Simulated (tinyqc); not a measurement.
Inside a calculation (part 2 of 2). Method: CCD on RHF in the sto-3g basis, frozen core, for H2O, spin multiplicity 1. Computed by tinyqc, a small Python program that keeps every step (integrals from PySCF). Command: `OMP_NUM_THREADS=1 python tinyqc.py 29121 29122 out.jsonl` (the two numbers bound the seeds that draw the settings). One thread of a shared host (Intel(R) Xeon(R) Processor @ 2.60GHz), about 0.08 s of CPU time with the checks.

Geometry (angstrom):
```
atom         x          y         z
O     0.000000   0.000000  0.000000
H     0.000000   0.846000  0.745000
H     0.000000  -0.848000  0.746000
```

## CCD: amplitude update 3

Amplitudes after update 2 (spin orbitals 1a, 1b, ...; amplitudes related by a flip of all spins are not repeated; the 24 largest):
```
from      to          t
3a 3b  7a 7b  -0.104027
4a 4b  6a 6b  -0.078197
3a 4b  6b 7a   0.074277
3a 3b  6a 6b  -0.056322
4a 4b  7a 7b  -0.055258
3a 4b  6a 7b  -0.051167
2a 4b  6a 6b  -0.035067
2a 2b  6a 6b  -0.031815
2a 3b  6a 7b  -0.031221
5a 5b  6a 6b  -0.025854
3a 4a  6a 7a   0.023109
2a 3b  6b 7a   0.020964
2a 2b  7a 7b  -0.019893
5a 5b  7a 7b  -0.013535
2a 3a  6a 7a  -0.010257
2a 4b  7a 7b   0.003416
3a 4b  6a 6b   0.001484
3a 4b  7a 7b  -0.001068
2a 3b  7a 7b  -0.000603
2a 3b  6a 6b   0.000494
2a 4b  6b 7a   0.000376
4a 4b  6a 7b   0.000332
2a 4b  6a 7b  -0.000331
3a 3b  6a 7b   0.000301
```

Two-electron integrals over orbitals (pq|rs), unique and non-zero (hartree); the lowest 1 orbital is frozen and left out:
```
(22|22) 0.725399    (32|22) 0.000083    (32|32) 0.128552    (33|22) 0.615706
(33|32) 0.000048    (33|33) 0.592385    (42|22) -0.027124   (42|32) 0.000110
(42|33) 0.002953    (42|42) 0.129442    (43|22) 0.000372    (43|32) 0.026732
(43|33) 0.000349    (43|42) -0.000503   (43|43) 0.057650    (44|22) 0.653423
(44|32) -0.000554   (44|33) 0.562850    (44|42) -0.089121   (44|43) 0.000219
(44|44) 0.683656    (52|52) 0.151039    (53|52) -0.000244   (53|53) 0.026576
(54|52) -0.044751   (54|53) 0.000122    (54|54) 0.047431    (55|22) 0.755655
(55|32) -0.000353   (55|33) 0.602371    (55|42) -0.082922   (55|43) 0.000519
(55|44) 0.679944    (55|55) 0.880159    (62|22) 0.129870    (62|32) -0.000600
(62|33) 0.067791    (62|42) 0.033718    (62|43) 0.000289    (62|44) 0.056497
(62|55) 0.137539    (62|62) 0.095137    (63|22) -0.001629   (63|32) -0.031996
(63|33) -0.001122   (63|42) 0.000753    (63|43) -0.037157   (63|44) -0.000843
(63|55) -0.001911   (63|62) -0.000895   (63|63) 0.070732    (64|22) 0.131961
(64|32) 0.000660    (64|33) 0.051656    (64|42) -0.056729   (64|43) 0.000731
(64|44) 0.132239    (64|55) 0.156312    (64|62) 0.056905    (64|63) -0.001760
(64|64) 0.105428    (65|52) 0.049168    (65|53) -0.000279   (65|54) 0.006643
(65|65) 0.034134    (66|22) 0.598153    (66|32) -0.001620   (66|33) 0.550075
(66|42) 0.043871    (66|43) -0.001353   (66|44) 0.547700    (66|55) 0.583062
(66|62) 0.094310    (66|63) 0.000899    (66|64) 0.056802    (66|66) 0.585385
(72|22) 0.001656    (72|32) 0.054993    (72|33) 0.000532    (72|42) 0.000060
(72|43) -0.031657   (72|44) 0.000989    (72|55) 0.001735    (72|62) 0.000360
(72|63) 0.029809    (72|64) 0.000804    (72|66) 0.001195    (72|72) 0.067845
(73|22) 0.164924    (73|32) -0.000980   (73|33) 0.089420    (73|42) -0.081216
(73|43) -0.000115   (73|44) 0.134659    (73|55) 0.203380    (73|62) 0.065760
(73|63) -0.000603   (73|64) 0.107300    (73|66) 0.046952    (73|72) 0.001113
(73|73) 0.163242    (74|22) 0.000661    (74|32) -0.073225   (74|33) 0.000220
(74|42) -0.000077   (74|43) -0.016769   (74|44) 0.001027    (74|55) 0.000893
(74|62) 0.000628    (74|63) 0.054662    (74|64) -0.000277   (74|66) 0.001774
(74|72) -0.016074   (74|73) 0.001408    (74|74) 0.073463    (75|52) 0.000613
(75|53) 0.023817    (75|54) -0.000031   (75|65) 0.000117    (75|75) 0.024466
(76|22) 0.000184    (76|32) 0.081645    (76|33) 0.000046    (76|42) 0.000454
(76|43) 0.063439    (76|44) -0.000654   (76|55) -0.000095   (76|62) 0.000407
(76|63) -0.061758   (76|64) 0.001014    (76|66) -0.001933   (76|72) -0.005734
(76|73) -0.001303   (76|74) -0.061771   (76|76) 0.109299    (77|22) 0.602458
(77|32) 0.001839    (77|33) 0.578828    (77|42) -0.015822   (77|43) 0.001459
(77|44) 0.569597    (77|55) 0.600914    (77|62) 0.058499    (77|63) -0.002270
(77|64) 0.049774    (77|66) 0.549448    (77|72) 0.000654    (77|73) 0.089000
(77|74) -0.001207   (77|76) 0.002062    (77|77) 0.588456
```

orbital energies (hartree): [-20.274537, -1.206097, -0.526198, -0.446915, -0.391907, 0.466800, 0.545728]

t_ij^ab D_ij^ab are set to the remaining terms of the spin-orbital equations, evaluated with the old amplitudes; for the doubles these are <ij||ab> + 1/2 <ab||ef> t_ij^ef + 1/2 <mn||ij> t_mn^ab + P(ij)P(ab) <mb||ej> t_im^ae + terms in t^2, D the orbital-energy denominators. DIIS then mixes the stored amplitudes.

DIIS coefficients: [-0.753256, 1.753256]

Amplitudes after update 3 (spin orbitals 1a, 1b, ...; amplitudes related by a flip of all spins are not repeated; the 24 largest):
```
from      to          t
3a 3b  7a 7b  -0.109165
4a 4b  6a 6b  -0.082766
3a 4b  6b 7a   0.077569
3a 3b  6a 6b  -0.060133
4a 4b  7a 7b  -0.058467
3a 4b  6a 7b  -0.057598
2a 4b  6a 6b  -0.037888
2a 3b  6a 7b  -0.031962
2a 2b  6a 6b  -0.031648
5a 5b  6a 6b  -0.026807
2a 3b  6b 7a   0.023383
3a 4a  6a 7a   0.019971
2a 2b  7a 7b  -0.019084
5a 5b  7a 7b  -0.012793
2a 3a  6a 7a  -0.008579
2a 4b  7a 7b   0.002495
3a 4b  6a 6b   0.001609
3a 4b  7a 7b  -0.001152
2a 3b  7a 7b  -0.000643
2a 3b  6a 6b   0.000522
2a 4b  6b 7a   0.000383
4a 4b  6a 7b   0.000367
2a 4b  6a 7b  -0.000349
3a 3b  6a 7b   0.000301
```

correlation energy = -0.07629375 hartree

## CCD: convergence

E_corr = 1/4 sum <ij||ab> t_ij^ab; stop when the norm of the change is below 1e-8.

Course of the amplitude iterations:
```
update  correlation energy (hartree)  norm of the change
0                        -0.05360356                   -
1                        -0.06822811            9.79e-02
2                        -0.07303206            3.96e-02
3                        -0.07629375            1.75e-02
4                        -0.07629200            1.79e-03
5                        -0.07630303            6.15e-04
6                        -0.07630193            4.82e-05
7                        -0.07630272            8.01e-06
8                        -0.07630256            1.79e-06
9                        -0.07630255            3.34e-07
10                       -0.07630256            1.10e-07
11                       -0.07630256            1.46e-08
12                       -0.07630256            1.33e-09
```

Converged amplitudes (spin orbitals 1a, 1b, ...; amplitudes related by a flip of all spins are not repeated; the 24 largest):
```
from      to          t
3a 3b  7a 7b  -0.109720
4a 4b  6a 6b  -0.083722
3a 4b  6b 7a   0.077348
3a 3b  6a 6b  -0.059321
3a 4b  6a 7b  -0.058049
4a 4b  7a 7b  -0.057814
2a 4b  6a 6b  -0.038115
2a 3b  6a 7b  -0.031837
2a 2b  6a 6b  -0.031614
5a 5b  6a 6b  -0.026814
2a 3b  6b 7a   0.023414
3a 4a  6a 7a   0.019300
2a 2b  7a 7b  -0.019017
5a 5b  7a 7b  -0.012614
2a 3a  6a 7a  -0.008424
2a 4b  7a 7b   0.002601
3a 4b  6a 6b   0.001607
3a 4b  7a 7b  -0.001150
2a 3b  7a 7b  -0.000642
2a 3b  6a 6b   0.000521
2a 4b  6b 7a   0.000385
2a 4b  6a 7b  -0.000353
4a 4b  6a 7b   0.000352
3a 3b  6a 7b   0.000315
```

CCD total energy = -75.00897434 hartree

Converged in 12 updates, with DIIS from the third.
